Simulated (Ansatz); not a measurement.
Reaction (substitution at a C–Cl bond): `C=CC(F)Cl` + H–F → `C=CC(F)F` + HCl

Gas-phase electronic energies from Ansatz, PBE0-D4/def2-TZVP geometries. CBS: MP2 limit from def2 TZ/QZ plus the TZ coupled-cluster correction, frozen cores. This one scheme is used for every species. Functionals use def2-TZVPP. B3LYP here is the variant with VWN-RPA as its local correlation; programs differ in this. HSE06 is defined as in plane-wave codes. One conformer a species, not always the lowest.

| level | ΔE (kJ/mol) | difference from CCSD(T)/CBS |
| --- | --- | --- |
| LDA (SPW92) | -10.1 | -7.5 |
| PBE-D4 | -5.3 | -2.7 |
| revPBE-D4 | -0.9 | 1.7 |
| BLYP-D4 | -7.7 | -5.1 |
| B97M-V | -17.0 | -14.4 |
| PBE0-D4 | -7.6 | -5.0 |
| B3LYP-D4 | -10.6 | -8.0 |
| r2SCANh-D4 | -11.9 | -9.3 |
| r2SCAN0-D4 | -11.9 | -9.3 |
| HSE06-D4 | -7.4 | -4.8 |
| BHLYP-D4 | -15.6 | -13.0 |
| CAM-B3LYP-D4 | -17.7 | -15.1 |
| ωB97X-V | -15.4 | -12.8 |
| ωB97M-V | -12.8 | -10.2 |
| B2PLYP | -11.8 | -9.2 |
| PBE-QIDH | -7.7 | -5.1 |
| PBE | -8.9 | -6.3 |
| BLYP | -15.4 | -12.8 |
| PBE0 | -10.7 | -8.1 |
| B3LYP | -16.5 | -13.9 |
| r2SCANh | -12.9 | -10.3 |
| r2SCAN0 | -13.0 | -10.4 |
| HSE06 | -10.4 | -7.8 |
| BHLYP | -20.6 | -18.0 |
| CAM-B3LYP | -21.0 | -18.4 |
| RPA@PBE/def2-TZVPP | -13.1 | -10.5 |
| HF/def2-SVP | -47.4 | -44.8 |
| MP2/def2-SVP | -23.2 | -20.6 |
| CCSD/def2-SVP | -32.7 | -30.1 |
| CCSD(T)/def2-SVP | -30.7 | -28.1 |
| HF/def2-TZVPP | -30.1 | -27.5 |
| MP2/def2-TZVPP | 0.3 | 2.9 |
| SCS-MP2/def2-TZVPP | -6.5 | -3.9 |
| CCSD/def2-TZVPP | -13.6 | -11.0 |
| CCSD(T)/def2-TZVPP | -9.9 | -7.3 |
| HF/def2-QZVPP | -29.8 | -27.2 |
| MP2/def2-QZVPP | 4.5 | 7.1 |
| SCS-MP2/def2-QZVPP | -2.4 | 0.2 |
| HF/CBS(def2) | -29.8 | -27.2 |
| MP2/CBS(def2) | 7.5 | 10.1 |
| CCSD(T)/CBS | -2.6 | 0 |

Largest T1 diagnostic among the species: 0.012.

At CCSD(T), def2-SVP lies −28.1 kJ/mol from the extrapolated value and def2-TZVPP −7.3 kJ/mol. Leaving LDA and LC-ωPBE aside and taking each functional with its dispersion term where it has one, the values spread over 16.9 kJ/mol, from CAM-B3LYP-D4 to revPBE-D4.
